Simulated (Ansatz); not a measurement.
Complex (SMILES): Cl (HCl) with Cl (HCl), atoms 1 to 2 the first; geometry from NCB31 set, monomers rigid:
```xyz
4

Cl     1.8608    -0.0654    -0.0001
H      1.7539     1.2110     0.0003
Cl    -1.9253     0.0056    -0.0001
H     -0.6584    -0.1937     0.0025
```

Interaction energy at PBE0 with Ansatz (a program for electronic structure), kcal/mol, without and with the counterpoise correction (monomers among the partner's ghost functions). Cartesian d functions, on some or all atoms, in 6-311+G**; all else is spherical. The program fits the integrals of some runs and decomposes those of others, by size. No added dispersion term, no relativity. Reference, counterpoise-corrected: the value in aug-cc-pV(5+d)Z, -1.74.

```json
[
 {"basis": "STO-3G", "functions": "20", "uncorrected": "-2.75"},
 {"basis": "pcseg-0", "functions": "30", "uncorrected": "-3.38"},
 {"basis": "3-21G", "functions": "30", "uncorrected": "-3.31"},
 {"basis": "6-31G", "functions": "30", "uncorrected": "-2.14"},
 {"basis": "cc-pV(D+d)Z", "functions": "56", "uncorrected": "-2.32"},
 {"basis": "6-311+G**", "functions": "74", "uncorrected": "-1.88"},
 {"basis": "aug-cc-pV(D+d)Z", "functions": "82", "uncorrected": "-1.92"},
 {"basis": "def2-TZVP", "functions": "86", "uncorrected": "-2.00"},
 {"basis": "cc-pV(T+d)Z", "functions": "106", "uncorrected": "-1.89"},
 {"basis": "cc-pV(Q+d)Z", "functions": "188", "uncorrected": "-1.82"},
 {"basis": "def2-QZVP", "functions": "200", "uncorrected": "-1.79"},
 {"basis": "cc-pV(5+d)Z", "functions": "310", "uncorrected": "-1.78"}
]
```

How large is the counterpoise correction in each set?

STO-3G 0.99, pcseg-0 1.18, 3-21G 1.45, 6-31G 0.35, cc-pV(D+d)Z 0.45, 6-311+G** 0.30, aug-cc-pV(D+d)Z 0.20, def2-TZVP 0.24, cc-pV(T+d)Z 0.17, cc-pV(Q+d)Z 0.07, def2-QZVP 0.05, cc-pV(5+d)Z 0.04 kcal/mol. The corrected value lies nearer the reference in 11 of 12 rows.
